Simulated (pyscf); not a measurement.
# Four-centre exchange: HO–AsH• + hydrogen (H₂) → AsH₂• + water (H₂O)

Gas phase, doublet surface, charge 0. Bonds broken: As1–O5, H2–H3. Bonds formed: As1–H2, H3–O5. Optimised with ωB97X-D3(BJ)/def2-SVP in PySCF.

Transition state (Å):

```xyz
6

As     0.9680    -0.6311    -0.7654
H     -0.0052     0.9436    -1.4333
H      0.0706     1.2146    -0.4098
H     -0.4190    -1.2553    -0.6293
O      0.6116     0.8303     0.5955
H      0.0001     0.5423     1.2923
```

One imaginary mode, 1746i cm⁻¹; descent along it reached the two sides named.

```json
[
 {"bond": "As1–O5", "change": "breaks", "reactant side (Å)": "1.796", "saddle": "2.028", "product side": "3.1"},
 {"bond": "H2–H3", "change": "breaks", "reactant side (Å)": "0.761", "saddle": "1.061", "product side": "2.9"},
 {"bond": "As1–H2", "change": "forms", "reactant side (Å)": "4.2", "saddle": "1.968", "product side": "1.537"},
 {"bond": "H3–O5", "change": "forms", "reactant side (Å)": "2.459", "saddle": "1.205", "product side": "0.965"}
]
```

Electronic energies relative to the separated reactants (kcal/mol):

| level | barrier | reaction energy | reverse barrier |
|---|---|---|---|
| ωB97X-D3(BJ)/def2-TZVP | 46.1 | -5.9 | 51.9 |
| PBE/def2-TZVP | 37.1 | -5.0 | 42.1 |
| r²SCAN/def2-TZVP | 41.6 | -5.7 | 47.3 |
| B3LYP-D3(BJ)/def2-TZVP | 43.3 | -5.6 | 48.9 |
| PBE0-D3(BJ)/def2-TZVP | 40.9 | -7.8 | 48.7 |
| M06-2X/def2-TZVP | 47.6 | -5.8 | 53.4 |
| ωB97M-D3(BJ)/def2-TZVP | 44.9 | -7.5 | 52.4 |
| HF/def2-TZVP | 63.4 | -12.3 | 75.7 |

With ωB97M-D3(BJ)/def2-TZVP energies and thermal terms (ideal gas, 1 atm, RRHO with modes under 100 cm⁻¹ raised to 100, one conformer, R ln 2 for chiral ones without a mode under 150 cm⁻¹), in kcal/mol:

| T (K) | ΔH‡ | ΔG‡ | ΔH | ΔG |
|---|---|---|---|---|
| 298 | 44.4 | 52.3 | -5.4 | -6.9 |
| 600 | 43.7 | 60.7 | -6.2 | -8.1 |
| 900 | 43.6 | 69.3 | -7.1 | -8.9 |
| 1200 | 43.9 | 77.8 | -7.7 | -9.4 |

One saddle was located; it need not be the lowest between these sides. Elements up to Kr have no core potential and no relativistic terms here.
